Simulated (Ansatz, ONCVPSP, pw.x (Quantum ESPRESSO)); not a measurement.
# Ge (Z = 32) (bcc): variants of one ONCV potential in the solid

Ge, optimised norm-conserving Vanderbilt (ONCV), made with ONCVPSP 4.0.1.1 (patched build) (PBEsol, scalar-relativistic). Core [Ar] 3d10, reference 4s2 4p2. Waves: 4s: rc 1.90 bohr, ncon 4, nbas 7, qcut 3.4 1/bohr, 2 projectors, debl 1.9 Ha; 4p: rc 2.50 bohr, ncon 3, nbas 7, qcut 2.8 1/bohr, 1 projector; d scattering state at 0.02 Ha: rc 2.50 bohr, ncon 4, nbas 7, qcut 3.8 1/bohr, 2 projectors, debl 1.7 Ha. Local part: polynomial inside 1.50 bohr (lpopt 3, dvloc0 0 Ha). Core correction: Teter function, fcfact 1.75, rcfact 1.5.

Crystal test: bcc Ge in pw.x 7.5, no spin, 14³ k-points, Fermi–Dirac smearing 0.01 Ry, cutoffs set for each file from its atomic test. The reference is all-electron LAPW (Ansatz 0.2.0) with the same functional, mesh and smearing; V0 and B0 come from Birch–Murnaghan fits to the pressures at five volumes. Errors are pseudo minus all-electron; Δ is the rms difference of the E(V) curves that follow from these fits, minima aligned, over ±6 % about the mean V0. Mesh and smearing are coarse, so the numbers serve the comparison and aren't converged zero-temperature values; the lattice is a test structure that the element need not adopt.

All-electron: a0 = 3.319 Å (V0 = 18.28 Å³/atom), B0 = 75.0 GPa.

| change | cutoffs (Ry) | pw.x | a0 (Å) | a0 error (%) | B0 error (%) | Δ (meV/atom) | mean pressure error (GPa) |
| --- | --- | --- | --- | --- | --- | --- | --- |
| base | 75/300 | converged | 3.312 | -0.21 | +2.2 | 1.9 | -0.47 |
| local potential polynomial inside 1.50 bohr (lpopt 3, dvloc0 0.5 Ha) | 75/300 | converged | 3.312 | -0.20 | +2.1 | 1.8 | -0.45 |
| d: qcut 5.4 | 75/300 | converged | 3.312 | -0.20 | +2.3 | 1.8 | -0.45 |
| core correction Teter function, fcfact 1.3, rcfact 1.5 | 75/300 | converged | 3.316 | -0.09 | +1.6 | 0.8 | -0.21 |
| d: nbas 9 | 75/300 | converged | 3.312 | -0.20 | +2.1 | 1.8 | -0.45 |
| reference 4s1.75 4p2.25 | 75/300 | converged | 3.312 | -0.19 | +2.1 | 1.7 | -0.44 |
